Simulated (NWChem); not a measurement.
# PN (phosphorus nitride) at 4 levels

We compute a comparison of 4 runs (wB97X/aug-cc-pVTZ, B2PLYP/aug-cc-pVTZ, CAM-B3LYP/aug-cc-pVTZ, M06-2X/aug-cc-pVTZ) of PN (phosphorus nitride). 

The results are computed with NWChem 7.3.0.

### 1 Starting point

PN has 2 atoms, charge 0, and is taken as a singlet. As SMILES, `N#P`. Geometry: the measured bond length.

Bond lengths: N1–P2 1.491 Å.

### 2 Energy and forces at wB97X/aug-cc-pVTZ (run 1)

Contents of np.nw:

```
start np
title "NP wB97X"
memory 2200 mb
geometry units angstrom noautosym nocenter noautoz
  N        0.000000       0.000000       0.000000
  P        0.000000       0.000000       1.490866
end
basis spherical bse
  N library aug-cc-pVTZ
  P library aug-cc-pVTZ
end
dft
  xc wb97x
  grid fine
  convergence energy 1e-08
  maxiter 100
  mulliken
  print low
end
task dft gradient
```

Launch:

```bash
nwchem np.nw > np.out
```

Output:

```text
[...]
 d= 0,ls=0.0,diis     1   -395.9900742785 -4.33D+02  7.30D-03  6.21D-01    19.6
[...]
 d= 0,ls=0.0,diis    10   -396.0695852481 -4.93D-09  2.28D-07  4.54D-10   172.6
         Total DFT energy =     -396.069585248087
      One electron energy =     -619.934233520654
           Coulomb energy =      216.595166530171
    Exchange-Corr. energy =      -29.999871200771
 Nuclear repulsion energy =       37.269352943167
[...]
      Total Density - Mulliken Population Analysis
     ---------------------------------------------
    Atom       Charge   Shell Charges
 -----------   ------   -------------------------------------------------------
    1 N    7     7.48   1.95  0.25  1.00  0.56  0.05  0.91  1.58  1.03  0.06  0.01  0.04  0.05  0.00  0.00
    2 P   15    14.52   2.00  1.85  0.22  1.10  0.67  0.02  5.75  0.61  1.61  0.55 -0.01  0.08  0.04 -0.00  0.02 -0.01
[...]
                         DFT ENERGY GRADIENTS
    atom               coordinates                        gradient
                 x          y          z           x          y          z
   1 N       0.000000   0.000000   0.000000    0.000000   0.000000  -0.022008
   2 P       0.000000   0.000000   2.817328   -0.000000  -0.000000   0.022008
 Task  times  cpu:      302.2s     wall:      302.2s
 Total times  cpu:      302.3s     wall:      302.3s
```

Wall time 5 min (1 thread of Intel Xeon Platinum 8259CL at 2.50GHz (Skylake/Cascade Lake), shared host); peak memory 0.13 GiB.

### 3 A single-point energy at B2PLYP/aug-cc-pVTZ (run 2)

Contents of geom.xyz:

```xyz
2
phosphorous nitride
N      0.000000     0.000000     0.000000
P      0.000000     0.000000     1.490866
```

Contents of geom.nw:

```
echo
start geom
title "phosphorous nitride"
memory total 2200 mb

geometry noautosym nocenter noautoz
  load geom.xyz
end

basis spherical bse
  N library aug-cc-pVTZ
  P library aug-cc-pVTZ
end

dft
  xc hfexch 0.53 becke88 0.47 lyp 0.73 mp2 0.27
  dftmp2 semidirect
  grid fine
  convergence energy 1e-08
  iterations 100
  mulliken
  print low
end

mp2
  freeze core 6
end

task dft energy
```

Launch:

```bash
nwchem geom.nw > geom.out
```

Output:

```text
[...]
 d= 0,ls=0.0,diis     1   -395.7543039273 -4.33D+02  8.04D-03  5.09D-01     6.4
[...]
 d= 0,ls=0.0,diis    10   -395.8272013806 -1.19D-09  1.67D-07  8.56D-10    41.7
         Total DFT energy =     -395.827201380607
      One electron energy =     -619.840138173999
           Coulomb energy =      216.507523782759
    Exchange-Corr. energy =      -29.763939932534
 Nuclear repulsion energy =       37.269352943167
[...]
      Total Density - Mulliken Population Analysis
     ---------------------------------------------
    Atom       Charge   Shell Charges
 -----------   ------   -------------------------------------------------------
    1 N    7     7.51   1.95  0.24  1.01  0.59  0.05  0.90  1.59  1.02  0.07  0.01  0.04  0.04  0.00  0.00
    2 P   15    14.49   2.00  1.87  0.21  1.11  0.63  0.02  5.75  0.59  1.61  0.57 -0.00  0.08  0.05 -0.01  0.02 -0.01
[...]
  Basis functions       =     96
[...]
```

Run time: 51 s. Hardware: 1 thread of Intel Xeon Platinum 8259CL at 2.50GHz (Skylake/Cascade Lake), shared host; peak memory 0.18 GiB.

Run 3 isn't shown in full; the table further down has it.

### 4 Energy and gradient at M06-2X/aug-cc-pVTZ (run 4)

Contents of mol.nw:

```
start mol
title "NP"
memory 2200 mb
charge 0

geometry noautosym nocenter noautoz
  N     0.000000    0.000000    0.000000
  P     0.000000    0.000000    1.490866
end

basis spherical bse
  * library aug-cc-pVTZ
end

dft
  xc m06-2x
  grid fine
  convergence energy 1e-08
  iterations 100
  mulliken
end

task dft gradient
```

Launch:

```bash
nwchem mol.nw > mol.out
```

Output:

```text
[...]
          Wavefunction type:  closed shell.
          No. of atoms     :     2
          No. of electrons :    22
[...]
          Charge           :     0
          Spin multiplicity:     1
[...]
          AO basis - number of functions:    96
[...]
              XC Information
              --------------
                       M06-2X Method XC Functional
                     Hartree-Fock (Exact) Exchange  0.540
                        M06-2X Exchange Functional  1.000
                      M06-2X Correlation Potential  1.000
[...]
 d= 0,ls=0.0,diis     1   -395.9831378585 -4.33D+02  9.10D-03  5.84D-01     6.8
[...]
 d= 0,ls=0.0,diis    10   -396.0604162272 -1.64D-09  1.29D-07  1.73D-10    45.3
         Total DFT energy =     -396.060416227183
      One electron energy =     -619.915135893433
           Coulomb energy =      216.584071014537
    Exchange-Corr. energy =      -29.998704291454
 Nuclear repulsion energy =       37.269352943167
[...]
      Total Density - Mulliken Population Analysis
     ---------------------------------------------
    Atom       Charge   Shell Charges
 -----------   ------   -------------------------------------------------------
    1 N    7     7.46   1.95  0.25  1.01  0.59  0.03  0.90  1.58  1.00  0.06  0.01  0.04  0.04  0.00  0.00
    2 P   15    14.54   2.00  1.83  0.22  1.18  0.64  0.02  5.76  0.59  1.64  0.55 -0.00  0.08  0.05 -0.01  0.02 -0.01
[...]
  wavefunction    = closed shell
                         DFT ENERGY GRADIENTS
    atom               coordinates                        gradient
                 x          y          z           x          y          z
   1 N       0.000000   0.000000   0.000000    0.000000   0.000000  -0.020186
   2 P       0.000000   0.000000   2.817328   -0.000000  -0.000000   0.020186
[...]
```

Run time: 87 s. Hardware: 1 thread of Intel Xeon Platinum 8259CL at 2.50GHz (Skylake/Cascade Lake), shared host; peak memory 0.12 GiB.

### 5 Overview of the runs

```csv
run,level,task,frozen core orbitals,energy (Eh),largest force (eV/Å),wall time
1,wB97X/aug-cc-pVTZ,gradient,–,-396.069585,1.132,5 min
2,B2PLYP/aug-cc-pVTZ,energy,6,-395.951098,–,51 s
3,CAM-B3LYP/aug-cc-pVTZ,gradient,–,-396.080777,1.074,4.7 min
4,M06-2X/aug-cc-pVTZ,gradient,–,-396.060416,1.038,87 s
```

### 6 Results

```
                       quantity          value
            run 4: total energy  -396.06042 Eh
           run 4: dipole moment         3.02 D
             run 4: HOMO energy      -10.69 eV
             run 4: LUMO energy       -1.47 eV
           run 4: HOMO–LUMO gap        9.22 eV
run 4: largest force on an atom     1.038 eV/Å
```

What this shows: Totals of different functionals can't be ranked against each other. All runs together took 12 min, the longest 5 min.
